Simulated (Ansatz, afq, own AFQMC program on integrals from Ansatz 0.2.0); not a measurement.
Where AFQMC and coupled cluster stand for GeH2O, singlet

| atom | x (Å) | y (Å) | z (Å) |
| --- | --- | --- | --- |
| Ge | 0.0000 | -0.0653 | 0.3350 |
| O | 0.0000 | 0.2373 | -1.4299 |
| H | 0.0000 | 1.5271 | 0.4808 |
| H | 0.0000 | -0.5848 | -1.9282 |

Connectivity, by distances: GeH–OH.

Basis cc-pVDZ. Only valence electrons are correlated. Integrals, coupled cluster, full CI and functionals: Ansatz 0.2.0; the random walks run on the same integrals in our own AFQMC program. The CISD trial takes its coefficients from CCSD amplitudes. Released means that phaseless walkers are propagated on without the constraint, phases kept. Free projection: walkers drawn from exp(T), propagated without any constraint. Its projection time is finite, and what remains of the start isn't in its error. ± is one standard error of the sampling. No spin–orbit coupling.

Determinant: RHF, the one that the program's search chose, which needn't be the lowest solution. The geometry is a point of a scan.

No full CI on the walks' own integrals is used here. The released AFQMC energy serves as the reference, which it does only where one determinant dominates, the energy is flat over the last release times and near the phaseless one (40 meV or 2 meV an electron, half that with transition metals). On small molecules, where full CI could be run and the noise was under 10 meV, such values lay within 10 meV of it in 19 cases of 20, a flattering rate, since the rule was set on those same cases; what remains of the bias isn't in the error bar.

Cautions: no relativity below Rb; no spin-orbit coupling; inner d shell frozen; higher spins were not checked; raised T1 diagnostic (T1 0.022, weight of the determinant 0.88, largest double 0.07); the released value is read at 2.40 1/Eh with a noise of 25 meV, more than in the cases checked (meV from the phaseless value at times in 1/Eh: -10 ± 19 at 0.24, -19 ± 20 at 0.51, 12 ± 17 at 0.99, 17 ± 21 at 1.62, 24 ± 25 at 2.40).

The T1 diagnostic is 0.0216. The weight of the determinant in the CISD state is 0.878 and the size of the correlated space is 12 electrons in 36 orbitals.

Reference: AFQMC with the constraint released, correlation energy -8.272 ± 0.025 eV.

| level | E − E(reference) (kcal/mol) | share of correlation (%) |
| --- | --- | --- |
| HF | 190.75 ± 0.57 | 0.00 |
| MP2 | 18.46 ± 0.57 | 90.32 |
| CCSD | 5.26 ± 0.57 | 97.24 |
| CCSD(T) | 0.49 ± 0.57 | 99.74 |
| ph-AFQMC/HF | -2.26 ± 1.74 | 101.19 |
| ph-AFQMC/CISD | -0.55 ± 0.76 | 100.29 |
| free AFQMC | -0.67 ± 0.80 | 100.35 |

Free projections are given only where their last times agree within the noise and don't stop above the reference; a slow remainder of the start can still hide under it. A walk keeps the symmetry of its determinant, which the program's search chose and which needn't be the lowest solution, so a lower state of the same spin and another symmetry isn't excluded. Released energies are given only where the last usable release times agree within the noise; a slower fall can still hide under it.
